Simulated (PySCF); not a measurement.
Cyclopentanol, C5H10O.
Numbering: `[OH:1][CH:2]1[CH2:3][CH2:4][CH2:5][CH2:6]1`

Structure used (PBE0-D3(BJ)/def2-SVP), in Å, numbered top down from 1:
```
atom  x, y, z in Å
O1     1.2859    0.1852    1.4409
C2     1.1458   -0.0329    0.0538
C3     0.2912   -1.2794   -0.1210
C4    -1.1431   -0.8013    0.1599
C5    -1.1384    0.7219   -0.1159
C6     0.2820    1.0436   -0.6003
H7     1.6958    1.0469    1.5658
H8     2.1363   -0.1327   -0.4325
H9     0.6236   -2.0880    0.5460
H10    0.3931   -1.6371   -1.1580
H11   -1.4092   -0.9969    1.2083
H12   -1.8783   -1.3365   -0.4594
H13   -1.3544    1.2743    0.8102
H14   -1.8999    1.0238   -0.8502
H15    0.6128    2.0657   -0.3514
H16    0.3568    0.9434   -1.6962
```

Definitions: NICS(0) = −σiso at the ring centroid; NICS(1) = −σiso and NICS(1)zz = −σzz at ±1 Å along the ring normal z. Level: GIAO PBE0/pcSseg-1 (PySCF, non-relativistic, gas phase) on the PBE0-D3(BJ)/def2-SVP geometry, one conformer.

Ring bond lengths (Å), with Mayer bond orders in brackets: C2–C3 1.521 (1.01), C3–C4 1.538 (1.02), C4–C5 1.548 (1.02), C5–C6 1.535 (1.01), C6–C2 1.527 (1.00).

Task: Give the NICS values of each ring in ppm.

Result: 
```
          ring                                            type  NICS(0)  NICS(1), two faces  NICS(1)zz, two faces  rms pucker (Å)  centre to ring atoms, mean (Å)
C2–C3–C4–C5–C6  5-membered carbocycle; formal bonds all single     -5.1         -4.0 / -3.4           -5.3 / -5.0            0.19                            1.28
```

Task: What can be read from them?

Result: 
- C2–C3–C4–C5–C6: mean NICS(1)zz -5.2 ppm, shielded. C2, C3, C4, C5, C6 have four or more neighbours; no verdict on aromaticity is drawn.

Task: Give the inner angles of the rings and the Hirshfeld charges of the ring atoms.

Result: 
- C2–C3–C4–C5–C6: C2 102.2° (+0.039 e), C3 104.4° (-0.076 e), C4 105.7° (-0.070 e), C5 105.4° (-0.071 e), C6 103.9° (-0.080 e); sum 521.5° against 540° for a flat convex ring.
